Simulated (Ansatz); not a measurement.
A made-up structure of CH4AlO (charge +1), singlet:

O1  (-1.339, -0.774, -0.196)
C2  (-0.395, -0.001, -0.522)
Al3  (1.151, 0.347, 0.818)
H4  (-2.043, -0.903, -0.864)
H5  (-0.481, 0.437, -1.529)
H6  (0.298, -0.790, -0.384)
H7  (2.294, -0.695, 0.589)
(Å)

It is relaxed with PBE-D4/def2-SVP and then PBE0-D4/def2-TZVP (Ansatz 0.2.0). Atoms count as bonded within 1.22 times the sum of their covalent radii (H–H: 0.88 Å). The end point is not checked to be a true minimum.

Task: Does its bonding change? (A judgement: the text doesn't fix the answer.)

Result: The calculation gives: Yes. Formed: O1–Al3; broken: none.

Where it ends: The first stage lowers the energy by 2.40 eV in 22 steps. It ends as CH₄AlO ([CH2]1[OH][AlH]1), total charge +1:
```xyz
7
angstrom
O -0.8229 -0.4921 0.1580
C -0.0773 -0.3105 -1.1623
Al 0.9276 -0.1879 0.4512
H -1.7745 -0.6587 0.1864
H -0.4522 0.5646 -1.6864
H -0.1322 -1.2222 -1.7512
H 1.8173 -0.0727 1.7153
```

Labels in which every atom is bracketed show which atoms are joined, not bond orders.

For scale, one of the runs: PBE0-D4/def2-TZVP relaxation, 123 basis functions, launched by `ansatz run in.yaml --threads 2 --pin off --events-out ev --progress --plain --max-ram 4352MiB`. The run took about 14 s on 2 CPU threads of an AMD EPYC 7B13 (shared host).
